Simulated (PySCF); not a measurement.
## State search for BP

Unrestricted PBE0; basis B cc-pVTZ, P cc-pV(T+d)Z; no relativity; PySCF 2.14. Outer shells of the fragments: B 2s2 2p1; P 3s2 3p3.

Followed along the bond (rough minima from three points):

```csv
2Ms+1,unpaired,⟨S²⟩ at the start,R at minimum (Å),Te (eV)
3,"σ ↑, π ↑",2.01,1.74,0.00
1,"σ ↓, π ↑",1.05,1.75,0.14
1,none,0.00,none in the scan,≤ 0.85
3,π ↑↑,2.01,none in the scan,≤ 1.06
1,π ↑↓,1.01,none in the scan,≤ 1.36
```

Solutions found at the starting distance of 1.880 Å, counted from the lowest of them; the search is not exhaustive and high or unbound solutions are not listed, so other states can lie among these:

| 2Ms+1 | unpaired | term | E (eV) | ⟨S²⟩ | ⟨Lz²⟩ | μ (D) |
| --- | --- | --- | --- | --- | --- | --- |
| 3 | σ ↑, π ↑ | ³Π | 0.00 | 2.01 | 1.02 | -0.38 |
| 1 | σ ↓, π ↑ | mixed | 0.12 | 1.05 | 1.01 | -0.41 |
| 3 | π ↑↑ | ³Σ⁻ | 0.84 | 2.01 | 0.00 | 2.25 |
| 1 | π ↑↓ | mixed | 1.14 | 1.01 | 2.03 | 2.31 |
| 1 | none | ¹Σ⁺ | 1.23 | 0.00 | 0.00 | -1.09 |
| 5 | σ ↑, π ↑↑↑ | ⁵Π | 2.12 | 6.01 | 1.00 | 0.56 |
| 1 | none | mixed | 2.16 | 0.00 | 2.01 | 2.52 |
| 3 | σ ↑, π ↑↑↓ | mixed | 2.60 | 3.02 | 3.04 | 0.50 |
| 3 | σ ↓, π ↑↑↑ | mixed | 2.88 | 3.02 | 1.01 | 0.97 |
| 1 | σ ↑, π ↑↓↓ | mixed | 3.13 | 2.02 | 3.04 | 1.00 |
| 3 | σ ↑↑ | ³Σ⁺ | 3.14 | 2.25 | 0.00 | 0.17 |
| 3 | π ↑↑ | mixed | 3.32 | 2.16 | 2.02 | -0.85 |
| 3 | π ↑↑ | mixed | 3.89 | 2.14 | 2.01 | -1.04 |
| 5 | σ ↑↑, π ↑↑ | mixed | 4.75 | 6.03 | 2.01 | 1.01 |

A term symbol is given only where ⟨S²⟩ and ⟨Lz²⟩ are close to those of a pure state; real π, δ and φ orbitals otherwise mix terms. A positive dipole means B(−)P(+).
